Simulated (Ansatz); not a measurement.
Z-matrix (Å, degrees):
```
Al
Cl 1 2.069
Cl 1 2.069 2 120.0
Cl 1 2.069 2 120.0 3 180.0
```

Total charge 0; spin multiplicity 1.

**Question.** List the PBE/def2-TZVPP orbital energies in eV (the Gaussian-basis code of Ansatz). (Best estimate.)

**Answer.** The calculation gave: Occupied: -2739.31, -2739.31, -2739.31, -1508.93, -249.90, -249.90, -249.90, -190.55, -190.55, -190.55, -190.45, -190.45, -190.45, -190.42, -190.42, -190.42, -109.07, -71.14, -70.98, -70.98, -20.96, -20.53, -20.53, -11.53, -9.90, -9.90, -9.01, -8.56, -8.56, -8.42, -8.42, -7.95. Lowest empty: -2.11, -1.89, 0.89, 0.89, 1.62, 2.90, 2.90, 3.12.
